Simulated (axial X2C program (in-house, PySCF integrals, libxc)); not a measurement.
# Potential curves of CH⁺, 2c

All values were computed with an in-house all-electron X2C program for linear molecules (integrals from PySCF). Two-component (2c) means X2C with spin–orbit coupling and atomic mean-field two-electron Coulomb and Gaunt terms. Basis: C dyall-v3z [7s6p2d1f], H dyall-v3z [6s2p1d] (cores contracted in-house); Gaussian nuclei, density fitting, unrestricted open shells. Masses: C 12.000 u, H 1.008 u.

State: Ω = 0 (closed shell). Energies in cm⁻¹ from the fragments at the same level (C+ + H). Fits are polynomials in 1 − R0/R over 0.85 to 1.23 times the lowest point R0.

```csv
R (Å),BP86,MP2,HF,PBE0
0.9918,-31292,-29459,-22407,-29981
1.0374,-33189,-31114,-23946,-31771
1.0716,-34087,-31818,-24557,-32582
1.1058,-34620,-32147,-24788,-33022
1.1400,-34849,-32165,-24704,-33155
1.1799,-34804,-31865,-24280,-32992
1.2198,-34487,-31287,-23572,-32552
1.2711,-33768,-30226,-22336,-31670
1.3338,-32541,-28578,-20462,-30235
1.4250,-30317,-25744,-17277,-27699
```

Correlated methods: 4 electrons correlated (number of frozen shells: C 1 s; H none), 108 virtual spin orbitals or spinors in MP2.

Occupations by symmetry block were frozen at the best pattern of an incomplete PBE0 search. The closed shell is kept restricted, so the energy runs too high when the bond is stretched far. Dissociation energies refer to the lowest single-determinant-based atoms at the same level and basis. In 2c an atomic determinant is not the ground J level, so De misses part of the atomic spin–orbit lowering. This holds for BP86, PBE0. Without a current term, density functionals place determinants with orbital angular momentum somewhat too high. MP2 and coupled cluster on one determinant become unreliable at the stretched end.

**Question.** Fit the BP86 curve near its minimum: give the equilibrium distance, the harmonic wavenumber and the well depth.

**Answer.** At BP86, 2c: Re = 1.154 Å, ωe ≈ 2680 cm⁻¹, De = 4.32 eV to C+ + H; Be follows as 13.6 cm⁻¹.

**Question.** Fit the MP2 curve near its minimum: give the equilibrium distance, the harmonic wavenumber and the well depth.

**Answer.** At MP2, 2c: Re = 1.125 Å, ωe ≈ 2940 cm⁻¹, De = 3.99 eV to C+ + H; Be follows as 14.3 cm⁻¹.

**Question.** Fit the HF curve near its minimum: give the equilibrium distance, the harmonic wavenumber and the well depth.

**Answer.** At HF, 2c: Re = 1.113 Å, ωe ≈ 3060 cm⁻¹, De = 3.07 eV to C+ + H; Be follows as 14.6 cm⁻¹.

**Question.** What are Re, ωe and De at the PBE0 level?

**Answer.** At PBE0, 2c: Re = 1.140 Å, ωe ≈ 2810 cm⁻¹, De = 4.11 eV to C+ + H; Be follows as 14 cm⁻¹.
